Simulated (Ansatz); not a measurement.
Cubic perovskite CsSnBr₃

Method: RPBE in Ansatz (plane waves, PAW).

Run with plane-wave cutoff 520 eV, 6×6×6 k mesh, Fermi–Dirac smearing 0.01 eV, scalar-relativistic PAW data made under PBE.

Cell (relaxed at this level):

```xyz
5
Lattice="6.0271 0.0000 0.0000 0.0000 6.0271 0.0000 0.0000 0.0000 6.0271" Properties=species:S:1:pos:R:3 pbc="T T T"
Cs     0.0000     0.0000     0.0000
Sn     3.0136     3.0136     3.0136
Br     3.0136     0.0000     3.0136
Br     0.0000     3.0136     3.0136
Br     3.0136     3.0136     0.0000
```

```yaml
bulk_modulus: 16.2 GPa
band_gap: 1.01 eV
direct gap at Γ: 5.25 eV
pressure derivative B′ of the bulk modulus: 4.5
```

Note: the relaxation could not lower the start's symmetry, so the cell can be a saddle point above a distorted one.

Spin–orbit coupling is not included.

Ansatz is a program for electronic structure.
